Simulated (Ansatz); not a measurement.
**NHCl (quartet): from Hartree-Fock to the top rungs at distance Cl1–H2 along a hydrogen transfer = 1.463 Å, 6-31G**

How much of the correlation energy of NHCl (quartet) does each wave-function method recover here?

Computed with Ansatz 0.2.0, Gaussian basis. Level: 6-31G, core rule «outside noble gas», up to 6 orbitals frozen.

The runs, in order: UHF; CCSD(T) on ROHF; CCSD(T) on UHF; BCCD(T) on ROHF; CISD; CCSDT(Q) on ROHF; CCSDT(Q) on UHF; CCSDTQ on ROHF; CCSDTQ on UHF; CASSCF and MRCISD+Q, 5 electrons in 5 orbitals; CASSCF and NEVPT2, 5 electrons in 5 orbitals; CASSCF and MRCISD+Q, 13 electrons in 9 orbitals; CASSCF and NEVPT2, 13 electrons in 9 orbitals; Full CI.

## 1. The system

The geometry derives from fragments relaxed apart (PBE0/def2-TZVP) and kept rigid, so it is no stationary point. A hydrogen atom is moved between rigid fragments.

3 atoms, charge 0, spin multiplicity 4.

Atoms are counted from 1 here; the program's logs count them from 0.

Bond lengths: Cl1–H2 1.463 Å.

## 2. UHF

Contents of in.yaml:

```yaml
crystal:
  periodic: [false, false, false]
  atoms:
    - {symbol: Cl, position_ang: [0.000000, 0.000000, -1.475667]}
    - {symbol: H, position_ang: [0.000000, 0.000000, -0.012667]}
    - {symbol: N, position_ang: [0.000000, 0.000000, 1.488333]}
basis:
  gaussian: {orbitals: 6-31G}
magnetization: {spin_polarized: true, initial_magnetization: 3}
hamiltonian: {xc: hf}
output: {orbitals: {seedname: orbitals}}
```

The run is started by

```bash
ansatz run in.yaml --threads 1 --pin off --events-out ev --progress --plain --max-ram 2816MiB --backend cpu
```

After this run come: CCSD(T) on ROHF; CCSD(T) on UHF; BCCD(T) on ROHF; CISD; CCSDT(Q) on ROHF; CCSDT(Q) on UHF; CCSDTQ on ROHF; CCSDTQ on UHF; CASSCF and MRCISD+Q, 5 electrons in 5 orbitals; CASSCF and NEVPT2, 5 electrons in 5 orbitals; CASSCF and MRCISD+Q, 13 electrons in 9 orbitals; CASSCF and NEVPT2, 13 electrons in 9 orbitals; Full CI.

Q: Predict the results of all the runs planned. Wanted: FCI below the RHF energy; RMP2 from FCI; UMP2 from FCI; RCCSD from FCI; RCCSD(T) from FCI; UCCSD(T) from FCI; RCCSDT(Q) from FCI; UCCSDT(Q) from FCI; NEVPT2 pair from FCI.

As calculated:

```
                         quantity                                                                                                                        value
         FCI below the RHF energy                                                                                                                   -2.9227 eV
                    RMP2 from FCI                                                                                                                   +602.3 meV
                    UMP2 from FCI                                                                                                                   +558.3 meV
                   RCCSD from FCI                                                                                                                    +44.2 meV
                RCCSD(T) from FCI                                                                                                                    +10.4 meV
                UCCSD(T) from FCI                                                                                                                     +8.5 meV
               RCCSDT(Q) from FCI                                                                                                                     +0.1 meV
               UCCSDT(Q) from FCI                                                                                                                     -1.8 meV
             NEVPT2 pair from FCI                                                                                                                   +481.1 meV
           MRCISD+Q pair from FCI                                                                                                                    +32.7 meV
          NEVPT2 valence from FCI                                                                                                                   +580.0 meV
levels within 1 kcal/mol (43 meV)  UCCSD, RCCSD(T), UCCSD(T), BCCD(T), RCCSDT, UCCSDT, RCCSDT(Q), UCCSDT(Q), RCCSDTQ, UCCSDTQ, MRCISD+Q pair, MRCISD+Q valence
                    T1 diagnostic                                                                                                                        0.023
   effectively unpaired electrons                                                                                                                         3.02
```

RCCSD(T) lands +10.4 meV from the yardstick (0.4 % of the correlation energy). One determinant dominates. Of the multireference levels listed MRCISD+Q valence comes nearest in total energy (+27.7 meV), which doesn't show that its space is the better one. These misses are within one basis, not against nature; the frozen cores of restricted and unrestricted runs differ, which can shift their rows.
